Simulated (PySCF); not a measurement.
## Energy of O⁻ (oxygen, charge -1) between two integer charges

The 2p beta orbital of [He] 2s2 2p5 is emptied in steps (occupation f), with all orbitals relaxed, ending at [He] 2s2 2p4. Computed with PySCF 2.14 in aug-cc-pVTZ-DK (5s4p3d2f, 46 functions), with scalar relativity by spin-free X2C-1e. The exact energy is a straight line in f; departures are measured from the line between the end points of the same method.

```
   f  LDA (eV)  PBE (eV)  PBE0 (eV)  r2SCAN (eV)  TPSS (eV)  CAM-B3LYP (eV)
   1     0.000     0.000      0.000        0.000      0.000           0.000
0.75    -0.875    -0.834     -0.514       -0.752     -0.780          -0.270
 0.5    -1.209    -1.144     -0.708       -1.016     -1.065          -0.387
0.25    -0.934    -0.876     -0.543       -0.760     -0.813          -0.308
   0     0.000     0.000      0.000        0.000      0.000           0.000
```

| method | E(f=0) − E(f=1) (eV) | −ε at f=1 (eV) | −ε at f=0.5 (eV) |
| --- | --- | --- | --- |
| LDA | 2.045 | -2.452 | 1.888 |
| PBE | 1.759 | -2.544 | 1.643 |
| PBE0 | 1.378 | -1.244 | 1.300 |
| r2SCAN | 1.504 | -2.409 | 1.478 |
| TPSS | 1.482 | -2.556 | 1.394 |
| CAM-B3LYP | 1.643 | 0.333 | 1.543 |

Orbital energy along the path (eV):

```tsv
f	LDA	PBE	PBE0	r2SCAN	TPSS	CAM-B3LYP
1	2.452	2.544	1.244	2.409	2.556	-0.333
0.75	0.417	0.568	0.069	0.560	0.682	-0.836
0.5	-1.888	-1.643	-1.300	-1.478	-1.394	-1.543
0.25	-4.435	-4.035	-2.787	-3.568	-3.605	-2.398
0	-7.145	-6.487	-4.306	-5.470	-5.860	-3.370
```

At f = 1 the orbital energy is positive for LDA, PBE, PBE0, r2SCAN, TPSS: only the finite basis holds the electron.

Reference removal energy between the ground levels: 1.461 eV (measured; photodetachment measurements, as compiled on the Wikipedia data page of electron affinities). The calculation has no spin-orbit coupling.
